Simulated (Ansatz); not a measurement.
System: rock-salt BaTe. Method: HSE06-D3(BJ) in Ansatz (plane waves, PAW).

Excerpt of the program's output:

```
WARN output.stress: scf.exx.energy_threshold = 1e-6 eV is looser than the 2e-8 eV advised for a stress under a hybrid functional (1e-8 eV for each atom of the …
Crystal: 2 atoms, lattice volume = 86.239 Å³
Basis set: ecut = 460 eV, 1917 PW (Γ), exchange–correlation on 72×72×72 points (8 copies of the dense FFT grid, shifted against one another)
Bands: 17, of which v1, the nominal top of the filled ones, is band 13 counted from 1 (12 counted from 0)
Symmetry: 48 space group operations
Space group: Fm-3m (ITA 225), of the structure as read, at distance tolerance 4.4e-5 Å
k-points: 16 of 216
SCF iter   1: F=—  HF=-12934.103134 eV  |F-HF|=—  |Δ(HF+E_count)|=         —  Δρ=8.98e-4  dr2=1.79e-3
SCF iter   2: F=-12934.103869 eV  HF=-12934.103895 eV  |F-HF|=2.64e-5  |Δ(HF+E_count)|=   7.61e-4  Δρ=3.26e-4  dr2=9.50e-5
Crystal: 2 atoms, lattice volume = 86.239 Å³
Initial density: handed on by an earlier stage of this run
  ...
Crystal: 2 atoms, lattice volume = 86.239 Å³
SCF iter   6: F=—  HF=-12943.718491 eV  |F-HF|=—  |Δ(HF+E_count)|=  8.00e-11  Δρ=4.35e-7  dr2=3.70e-10
SCF iter   7: F=-12943.718491 eV  HF=-12943.718491 eV  |F-HF|=4.37e-11  |Δ(HF+E_count)|=  1.07e-10  Δρ=1.82e-7  dr2=1.11e-10
SCF 3 converged in 7 iterations: F = -12943.718491 eV  dr2 = 1.11e-10
Free energy (F): -12943.718491 eV
Internal energy: -12943.718491 eV  (E = F + TS)
E sigma→0 (E₀):  -12943.718491 eV
Fermi energy:    6.993099 eV
--- Stress (GPa, compression-positive) ---
       -1.471525       0.000000      -0.000000
       -0.000000      -1.471525       0.000000
       -0.000000       0.000000      -1.471525
  P = ⅓ Tr σ = -1.4715 GPa (-14.715 kbar)
```

Q: Write an input file that could have produced this run (the log leaves some choices open).

A: This is not unique; one that fits is 
Ansatz 0.2 input:
```yaml
crystal:
  lattice:
    - [0.0, 3.5066371991, 3.5066371991]
    - [3.5066371991, 0.0, 3.5066371991]
    - [3.5066371991, 3.5066371991, 0.0]
  atoms:
    - { symbol: Ba, position: [0.0, 0.0, 0.0] }
    - { symbol: Te, position: [0.5, 0.5, 0.5] }
basis:
  ecutwfc: 460
  ecutrho_ratio: 4
  xc_grid: 2
kpoints:
  mp_grid: { grid: [6, 6, 6] }
hamiltonian:
  xc: hse06
  dispersion: d3bj
  pseudopotentials: { kind: paw }
scf:
  occupations: { method: fermi_dirac, width: 0.01 }
  convergence: { dr2_threshold: 0.0000000002 }
output:
  forces: true
  stress: true
  eigenvalues: true
```

The cell is one volume of an energy–volume scan, off the minimum.

The PAW data were made under PBE.

Ansatz is an electronic-structure program.
